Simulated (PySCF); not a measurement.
Sulfuric acid, H2O4S.
Numbering: `[O:1]=[S:2](=[O:3])([OH:4])[OH:5]` (hydrogens: H6 on O4; H7 on O5)

Computed by this run: PySCF, PBE0-D3(BJ)/def2-TZVP geometry optimisation, gas phase; density fitting, grid level 2; the optimiser is geomeTRIC in internal coordinates, started from a GFN2-xTB structure with every atom displaced at random (about 0.01 Å).

Step 2: E = -19047.7519 eV
```
atom  x, y, z in Å  |  force x, y, z in eV/Å
O1     -0.6003   -0.6090   -1.4258   -0.023  -0.078   0.181
S2     -0.2932   -0.3079   -0.0730   -0.034  -0.155  -0.364
O3     -0.8531   -0.9919    1.0346    0.080   0.042  -0.025
O4     -0.5669    1.2270    0.0880   -0.099   0.339  -0.001
O5      1.2761   -0.3591    0.0890    0.144  -0.195   0.116
H6     -0.6073    1.4608    1.0238   -0.023  -0.022   0.081
H7      1.6767   -0.4487   -0.7865   -0.044   0.069   0.012
```

Step 3: E = -19047.7595 eV
```
atom  x, y, z in Å  |  force x, y, z in eV/Å
O1     -0.6045   -0.6225   -1.4241    0.003   0.055   0.037
S2     -0.2921   -0.3038   -0.0787   -0.018  -0.149  -0.077
O3     -0.8531   -0.9801    1.0326    0.034   0.045   0.036
O4     -0.5628    1.2392    0.0863    0.002   0.057  -0.058
O5      1.2786   -0.3748    0.0917   -0.022  -0.092   0.060
H6     -0.6102    1.4478    1.0286   -0.030   0.024   0.044
H7      1.6762   -0.4346   -0.7864    0.031   0.061  -0.043
```

Step 4: E = -19047.7635 eV
```
atom  x, y, z in Å  |  force x, y, z in eV/Å
O1     -0.6121   -0.6244   -1.4231    0.016   0.009  -0.040
S2     -0.2920   -0.3087   -0.0803    0.000   0.045   0.087
O3     -0.8548   -0.9721    1.0377    0.021  -0.001   0.017
O4     -0.5531    1.2414    0.0821    0.044  -0.064  -0.009
O5      1.2792   -0.3974    0.0931   -0.098  -0.066  -0.007
H6     -0.6153    1.4429    1.0265   -0.017   0.022  -0.024
H7      1.6802   -0.4105   -0.7859    0.034   0.055  -0.024
```

Step 5: E = -19047.7677 eV
```
atom  x, y, z in Å  |  force x, y, z in eV/Å
O1     -0.6235   -0.6303   -1.4206   -0.054  -0.016  -0.114
S2     -0.2963   -0.3183   -0.0804    0.144   0.164   0.194
O3     -0.8571   -0.9675    1.0466   -0.048   0.010  -0.018
O4     -0.5295    1.2429    0.0745    0.035  -0.210   0.036
O5      1.2729   -0.4430    0.0916   -0.094   0.014  -0.055
H6     -0.6186    1.4427    1.0180    0.008   0.012  -0.066
H7      1.6841   -0.3553   -0.7796    0.009   0.026   0.022
```

Q: Estimate the geometry and energy of step 6. (The exact step hangs on the optimiser's Hessian estimate; all steps are aligned on step 5, rigid shifts and turns removed.)

A: E = -19047.7695 eV, largest force 0.216 eV/Å
```
atom  x, y, z in Å  |  force x, y, z in eV/Å
O1     -0.6349   -0.6325   -1.4190    0.005  -0.042  -0.071
S2     -0.2964   -0.3250   -0.0800    0.023   0.173   0.127
O3     -0.8628   -0.9653    1.0491   -0.005  -0.032  -0.011
O4     -0.5180    1.2365    0.0709    0.032  -0.115   0.018
O5      1.2705   -0.4606    0.0899   -0.073   0.006  -0.043
H6     -0.6140    1.4432    1.0115    0.016   0.002  -0.037
H7      1.6878   -0.3250   -0.7724    0.003   0.007   0.016
```

The energy changes by -0.0017 eV. The first-order estimate −F·Δx gives -0.0028 eV and the mean of the old and new forces, exact on a quadratic surface, -0.0017 eV. The step makes an angle of 81° with the force vector and moves no atom by more than 0.031 Å.

What follows is the cost of the whole optimisation. On an Intel Xeon 6975P-C with one thread, no GPU, on a shared host, this took 53 s wall and 0.67 GiB of memory at its peak.
